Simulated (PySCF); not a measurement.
## Converging BH⁺ in the basis (r²SCAN)

PySCF, UKS reference; doublet, unpaired electrons σ ↑; De to B⁺ + H without counterpoise correction.

```
        basis     relativity  functions  Re (Å)  ωe (cm⁻¹)  De (eV)  μ (D)
       STO-3G  no relativity          6   1.233       2743     3.55   0.04
        3-21G  no relativity         11   1.210       2553     2.66   0.31
jorge-DZP-DKH  spin-free X2C         20   1.227       2516     2.76   0.41
  def2-TZVPPD  no relativity         54   1.206       2536     2.86   0.36
```

(1) How does each smaller set differ from the one with most functions, def2-TZVPPD?

A positive dipole points towards H; it is taken about the centre of mass and depends on that origin. For an ion De counts to the pair picked by the measured ionisation energies or electron affinities, which need not be the lowest pair at this level. 3-21G and STO-3G are very small, so such numbers show the basis as much as the molecule. The state was picked by a PBE0 search and need not be the measured ground state.

Answers

(1) STO-3G: +2.7 pm, +8.2 % in ωe, +0.69 eV in De; 3-21G: +0.4 pm, +0.7 % in ωe, -0.20 eV in De; jorge-DZP-DKH: +2.1 pm, -0.8 % in ωe, -0.10 eV in De. All at r²SCAN; the set with most functions is neither the basis-set limit nor always the best. The rows treat relativity differently, so the differences are not basis effects alone.
